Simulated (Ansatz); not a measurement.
Two shapes of triplet C₄H₈.

Shape 1:

```xyz
12

C    -1.3687    0.1286    0.4759
C    -0.1188    0.0166    0.0488
C     0.9165   -0.7867    0.7939
C     0.3636    0.6850   -1.2130
H    -2.1062    0.7078   -0.0667
H    -1.7048   -0.3571    1.3840
H     0.5018   -1.2515    1.6875
H     1.3271   -1.5758    0.1579
H     1.7544   -0.1516    1.0949
H    -0.4272    1.2515   -1.7036
H     1.1907    1.3663   -0.9967
H     0.7421   -0.0571   -1.9207
```

Shape 2:

```xyz
12

C    -0.5124   -0.1442    1.3586
C    -0.0425   -0.0120    0.1126
C     1.3671   -0.3751   -0.2515
C    -0.8915    0.5090   -1.0095
H    -1.5422    0.1242    1.6113
H     0.1169   -0.5253    2.1681
H     1.9332   -0.7487    0.6132
H     1.3833   -1.1511   -1.0361
H     1.9035    0.4961   -0.6650
H    -1.9094    0.7554   -0.6763
H    -0.4445    1.4153   -1.4530
H    -0.9648   -0.2320   -1.8241
```

Basis set: def2-SVP (spherical functions). Left uncorrelated: 4 orbitals. Charge 0, multiplicity 3.

Computed with Ansatz (development build ahead of 0.2.0); each method stands on the lowest determinant of its kind that the runs found.

Problem. Which shape is lower in energy, and by how much in each method?

Solution.

```csv
method,E(2) − E(1) (eV)
UHF,-0.131
UHF-MP2,-0.155
```

Shape 2 is lower. Caution: another spin multiplicity may lie lower.
